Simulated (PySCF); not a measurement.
**The bond of NaAl+, level by level**

One table from this session's results is given with a row withheld; the runs are named, their logs left out.

Computed with PySCF 2.14.0. Level: Na cc-pVDZ, Al cc-pV(D+d)Z, no relativity.

Set-up of the first run:

Settings of the job:

```json
{
  "atoms": "Na, Al",
  "charge": "1",
  "basis": "Na cc-pVDZ, Al cc-pV(D+d)Z",
  "Hamiltonian": "no relativity",
  "basis functions": "41",
  "electrons treated": "23",
  "masses in u": "22.9898, 26.9815",
  "levels": "PBE0, PBE, r²SCAN, BP86, B2PLYP, M06-2X, HF, MP2, SCS-MP2, CCSD, CCSD(T)",
  "grid": "80 radial by 434 angular points",
  "occupations": "held fixed by the projection of orbital angular momentum",
  "dissociation limit": "Na+ + Al, each in its ground configuration",
  "starting distance in angstrom": "2.870",
  "values of 2S to try": "1, 3"
}
```

Launch:

```
OMP_NUM_THREADS=1 python dia.py task.json out
```

Among the steps run: Set-up; First curve: PBE0; Other states along the same grid; PBE (GGA); r²SCAN; BP86; B2PLYP; M06-2X (hybrid meta-GGA); UHF (mean field); Adding correlation.

One of the session's tables, all rows but one given; the rest of the session is left out.

It belongs to the step «The curves together». Energy (eV) from each level's lowest point:

| R (Å) | UHF | UHF-MP2 | UHF-SCS-MP2 | UHF-CCSD | UHF-CCSD(T) |
| --- | --- | --- | --- | --- | --- |
| 2.916 | 0.178 | 0.174 | 0.175 | n/a | n/a |
| 3.052 | 0.087 | 0.084 | 0.084 | 0.083 | 0.082 |
| 3.188 | 0.033 | 0.031 | 0.031 | 0.030 | 0.030 |
| 3.289 | ? | ? | ? | ? | ? |
| 3.391 | 0.000 | 0.000 | 0.000 | 0.000 | 0.000 |
| 3.493 | 0.000 | 0.000 | 0.000 | 0.001 | 0.001 |
| 3.628 | 0.011 | 0.013 | 0.013 | 0.014 | 0.015 |
| 3.798 | 0.040 | 0.042 | 0.042 | 0.045 | 0.046 |
| 4.001 | 0.089 | 0.090 | 0.090 | 0.096 | 0.096 |
| 4.273 | 0.168 | 0.169 | 0.169 | n/a | n/a |

**Question.** Estimate the row for R (Å) = 3.289.

Worked estimate for «UHF». A straight line through the neighbours (3.188, 0.033) and (3.391, 0.000) gives 0.033 + (0.000 − 0.033) × (3.289 − 3.188) / (3.391 − 3.188) = 0.017; a parabola fitted to 4 rows on both sides gives 0.010.

The run gave: UHF: 0.010; UHF-MP2: 0.009; UHF-SCS-MP2: 0.009; UHF-CCSD: 0.009; UHF-CCSD(T): 0.009. In «UHF» the line misses by +0.007 and the parabola by 0.000.
